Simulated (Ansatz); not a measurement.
# AlBH6N+ (SMILES [BH2][AlH][NH3+]): functionals against CCSD(T) at one geometry

One table from this session's results is given with a row withheld; the runs are named, their logs left out.

Method: single points in def2-TZVPP; program: Ansatz 0.2.0, Gaussian basis.

Cores are frozen in the correlated methods.

**The system as given**

SMILES `[BH2][AlH][NH3+]`, 9 atoms, charge 1, spin multiplicity 1.

Atoms are counted from 1 here; the program's logs count them from 0.

Bond lengths: B1–Al2 2.072 Å, B1–H4 1.180 Å, B1–H5 1.167 Å, Al2–N3 2.053 Å, Al2–H6 1.537 Å, N3–H7 1.054 Å, N3–H8 1.021 Å, N3–H9 1.043 Å. Angles: Al2–B1–H4 121.0°, Al2–B1–H5 120.3°, H4–B1–H5 118.7°, B1–Al2–N3 123.8°, B1–Al2–H6 144.9°, N3–Al2–H6 91.2°, Al2–N3–H7 108.3°, Al2–N3–H8 123.4°, Al2–N3–H9 106.1°, H7–N3–H8 106.8°, H7–N3–H9 103.0°, H8–N3–H9 107.4°.

Coordinates:

```xyz
9

B    -1.1727    0.9284   -1.5164
Al    0.0832    0.7363    0.1203
N     0.6784   -1.0677    0.8980
H    -1.5406   -0.0191   -2.1153
H    -1.5325    1.9838   -1.8621
H     0.9374    1.4980    1.1463
H     1.7299   -1.1177    0.8518
H     0.3249   -1.9664    0.5674
H     0.4906   -1.0169    1.9224
```

The first run:

run/in.yaml reads:

```yaml
crystal:
  periodic: [false, false, false]
  atoms:
    - {symbol: B, position_ang: [-1.172700, 0.928400, -1.516400]}
    - {symbol: Al, position_ang: [0.083200, 0.736300, 0.120300]}
    - {symbol: N, position_ang: [0.678400, -1.067700, 0.898000]}
    - {symbol: H, position_ang: [-1.540600, -0.019100, -2.115300]}
    - {symbol: H, position_ang: [-1.532500, 1.983800, -1.862100]}
    - {symbol: H, position_ang: [0.937400, 1.498000, 1.146300]}
    - {symbol: H, position_ang: [1.729900, -1.117700, 0.851800]}
    - {symbol: H, position_ang: [0.324900, -1.966400, 0.567400]}
    - {symbol: H, position_ang: [0.490600, -1.016900, 1.922400]}
basis:
  gaussian: {orbitals: def2-TZVPP}
total_charge: 1
correlation: {method: ccsd_t}
output: {forces: true}
```

Run with:

```bash
> ansatz run in.yaml --threads 4 --pin off --events-out ev --progress --plain --max-ram 5222MiB
```

Among the steps run: CCSD(T)/def2-TZVPP; PBE0-D4/def2-TZVPP; wB97M-V/def2-TZVPP; r2SCAN-D4/def2-TZVPP; PBE-D4/def2-TZVPP; CAM-B3LYP-D4/def2-TZVPP; revPBE-D4/def2-TZVPP.

One table of the session follows, with a row left open; its other results are not shown here.

```
      method  RMS force component (eV/Å)  angle to CCSD(T) forces (°)
     CCSD(T)                       0.446                    reference
     PBE0-D4                       0.457                          5.3
     wB97M-V                       0.430                          7.8
   r2SCAN-D4                       0.441                          3.7
      PBE-D4                       0.391                         18.8
CAM-B3LYP-D4                           ?                            ?
   revPBE-D4                       0.398                         19.0
```

Q: Estimate the row for CAM-B3LYP-D4 from the others.

As computed: RMS force component (eV/Å): 0.438; angle to CCSD(T) forces (°): 5.9. In the column «RMS force component (eV/Å)» it lies between wB97M-V (0.430) and r2SCAN-D4 (0.441).
